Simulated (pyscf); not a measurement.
H₃Si–PH₂ (SMILES [SiH3]P) + H• (SMILES [H]) -> •H₂Si–PH₂ (SMILES [SiH2]P) + H₂ (SMILES [H][H]), a hydrogen abstraction (doublet surface; H–Si broken, H–H formed). PySCF, gas phase, ωB97X-D3(BJ)/def2-SVP geometries. Energies in kcal/mol from the separated reactants.

GFN2-xTB: tblite. Open shells are spin-unrestricted. 

Task: In single points GFN2-xTB puts the saddle at 3.4 kcal/mol and the reaction energy at +2.7 kcal/mol. Should these be trusted to within a few kcal/mol? Compare with ωB97M-D3(BJ)/def2-TZVP.

Result: ωB97M-D3(BJ)/def2-TZVP gives ΔE‡ = 4.0 kcal/mol and ΔE = -14.1 kcal/mol. GFN2-xTB lies 0.6 kcal/mol under it in the barrier and 16.8 kcal/mol over it in the reaction energy, so on this step it does not hold to within 3.0 kcal/mol. ωB97M-D3(BJ)/def2-TZVP has limits of its own. •H₂Si–PH₂ lies 7.2 kcal/mol over its isomer H₃Si–PH• (electronic energy, ωB97M-D3(BJ)/def2-TZVP). This is the saddle that the search found; another between the same sides may lie lower. The angle at the transferred H is 180°.
